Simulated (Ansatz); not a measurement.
We consider diamond, described by PBE-D4 in Ansatz (plane waves, PAW).

Input file:

Ansatz 0.2 input:
```yaml
crystal:
  lattice:
    - [0.0, 1.8134734717, 1.8134734717]
    - [1.8134734717, 0.0, 1.8134734717]
    - [1.8134734717, 1.8134734717, 0.0]
  atoms:
    - { symbol: C, position: [0.0, 0.0, 0.0] }
    - { symbol: C, position: [0.25, 0.25, 0.25] }
basis:
  ecutwfc: 520
  ecutrho_ratio: 4
  xc_grid: 2
kpoints:
  mp_grid: { grid: [16, 16, 16] }
hamiltonian:
  xc: pbe
  dispersion: d4
  pseudopotentials: { kind: paw }
scf:
  occupations: { method: fermi_dirac, width: 0.01 }
  convergence: { dr2_threshold: 0.0000000002 }
output:
  forces: true
  stress: true
  eigenvalues: true
```

How many irreducible k-points, plane waves at Γ does the program set up, and what pressure does the run end with?

145 irreducible k-points, 331 plane waves at Γ; P = -23.16 GPa, so the cell is stretched on average and its volume would shrink at this level.

Excerpt of the program's output:

```
Crystal: 2 atoms, lattice volume = 11.928 Å³
Basis set: ecut = 520 eV, 331 PW (Γ), exchange–correlation on 40×40×40 points (8 copies of the dense FFT grid, shifted against one another)
Bands: 8, of which v1, the nominal top of the filled ones, is band 4 counted from 1 (3 counted from 0)
Symmetry: 48 space group operations
Space group: Fd-3m (ITA 227), of the structure as read, at distance tolerance 2.3e-5 Å
k-points: 145 of 4096
Functional: x = pbe(κ = 0.804, μ = 0.2195149727645171), c = pbe(β = 0.06672455060314922)
SCF iter   1: F=—  HF=-501.998465 eV  |F-HF|=—  |Δ(HF+E_count)|=         —  Δρ=2.54e-3  dr2=4.12e-4
SCF iter   2: F=—  HF=-501.998469 eV  |F-HF|=—  |Δ(HF+E_count)|=   3.38e-6  Δρ=1.20e-3  dr2=8.68e-5
  ...
SCF iter   5: F=-501.998484 eV  HF=-501.998484 eV  |F-HF|=3.02e-10  |Δ(HF+E_count)|=   8.13e-8  Δρ=1.58e-6  dr2=5.34e-11
SCF iter   6: F=-501.998484 eV  HF=-501.998484 eV  |F-HF|=4.55e-13  |Δ(HF+E_count)|=  3.09e-10  Δρ=6.89e-8  dr2=2.48e-13
SCF 1 converged in 6 iterations: F = -501.998484 eV  dr2 = 2.48e-13
SCF converged after 6 iterations
Free energy (F): -501.998484 eV
Internal energy: -501.998484 eV  (E = F + TS)
E sigma→0 (E₀):  -501.998484 eV
Fermi energy:    14.438564 eV
--- Forces (eV/Å), atoms counted from 1 ---
  atom   1  C      0.00000000    -0.00000000     0.00000000
  atom   2  C     -0.00000000     0.00000000     0.00000000
--- Stress (GPa, compression-positive) ---
      -23.156382      -0.000000       0.000000
       -0.000000     -23.156382       0.000000
        0.000000      -0.000000     -23.156382
  P = ⅓ Tr σ = -23.1564 GPa (-231.564 kbar)
```

The cell is one volume of an energy–volume scan, off the minimum.

Ansatz is a program for electronic structure.
